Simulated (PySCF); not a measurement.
Species: `[PH3+][BH2-]P`. The columns A, B, C and D hold Mulliken, IAO, Hirshfeld and ESP-fitted charges (e) of one PBE0/pcSseg-1 density (PySCF), in a shuffled order. Coordinates in Å (PBE0-D3(BJ)/def2-SVP); the density's dipole moment is (-4.37, 0.47, 0.49) D.

| atom | x | y | z | A | B | C | D |
| --- | --- | --- | --- | --- | --- | --- | --- |
| P1 | 1.697 | 0.669 | 0.557 | -0.165 | -0.011 | -0.061 | -0.510 |
| B2 | 0.318 | -0.616 | -0.051 | -0.429 | -0.616 | -0.133 | +0.194 |
| P3 | -1.351 | 0.060 | 0.637 | +0.112 | +0.582 | +0.309 | +0.355 |
| H4 | 2.813 | -0.098 | 0.108 | +0.054 | -0.001 | -0.013 | +0.133 |
| H5 | 1.710 | 1.531 | -0.584 | +0.028 | -0.025 | -0.031 | +0.100 |
| H6 | 0.131 | -0.750 | -1.248 | +0.061 | +0.019 | -0.081 | -0.198 |
| H7 | 0.429 | -1.672 | 0.553 | +0.063 | +0.028 | -0.074 | -0.125 |
| H8 | -2.526 | -0.693 | 0.391 | +0.093 | +0.008 | +0.029 | +0.001 |
| H9 | -1.779 | 1.339 | 0.202 | +0.088 | +0.004 | +0.026 | +0.034 |
| H10 | -1.432 | 0.234 | 2.040 | +0.096 | +0.012 | +0.029 | +0.017 |

**Question.** Which column most likely holds the ESP-fitted charges?

**Answer.** D. Σ q r misses the density's dipole by 0.04 D (D), 0.53 D (A), 1.23 D (C), 2.04 D (B). Charges fitted to the outside potential are the only set here that is tied to the molecule's multipoles.

**Question.** And the Hirshfeld charges?

**Answer.** C. The mean sizes are 0.079 e (C), 0.119 e (A), 0.130 e (B), 0.167 e (D), and Hirshfeld charges are commonly the smallest of these schemes.

As computed, A = Mulliken, B = IAO, C = Hirshfeld, D = ESP-fitted.

The ESP scheme fits charges at the nuclei, held to the total charge, to the electrostatic potential on points at 1.4 to 2.0 times the van der Waals radii. The IAO scheme projects the occupied orbitals on a minimal set of polarised atomic orbitals and counts the electrons in each atom's part of it.

Isolated species at its PBE0-D3(BJ)/def2-SVP geometry (one conformer only).

The run behind these numbers computed NMR shieldings as well. Hardware: an Arm Neoverse V2 with one thread, no GPU (shared host). Cost: 4.6 s.

Conformer computed: `[PH2:1][BH2-:2][PH3+:3]`: H–P1–B2–P3 173°, H–P1–B2–P3 -92°.
